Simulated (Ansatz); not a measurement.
**1T (CdI2-type) SnSe2**

The numbers are results of LC-ωPBE (Ansatz, an electronic-structure program, plane waves, PAW), not measurements.

Run with plane-wave cutoff 460 eV, 9×9×4 k mesh (along the axes of the cell as run), Fermi–Dirac smearing 0.01 eV, scalar-relativistic PAW data made under PBE.

Cell (relaxed at this level):

```xyz
3
Lattice="1.8833 -3.2619 0.0000 1.8833 3.2619 0.0000 0.0000 0.0000 6.7407" Properties=species:S:1:pos:R:3 pbc="T T T"
Sn     0.0000     0.0000     0.0000
Se     1.8833     1.0873     1.5271
Se     1.8833    -1.0873     5.2136
```

For 1T (CdI2-type) SnSe2, the band gap is 5.92 eV (on the SCF k mesh) and the direct gap at Γ is 6.73 eV.

Measured, for comparison: band gap 0.98 eV (temperature not stated, no zero-point or thermal correction, indirect, our sources range from 0.98 to 1.06; as tabulated in Gonzalez and Oleynik (2016), arXiv:1609.04381).

Note: the cell comes from a level without a dispersion term, which matters for the spacing of layers, chains or molecules; the cell has widely spaced layers and the level no dispersion term, so their spacing and the moduli can rest on weak binding.

Spin–orbit coupling is not included.

The computed numbers hold no vibrational or temperature effects.
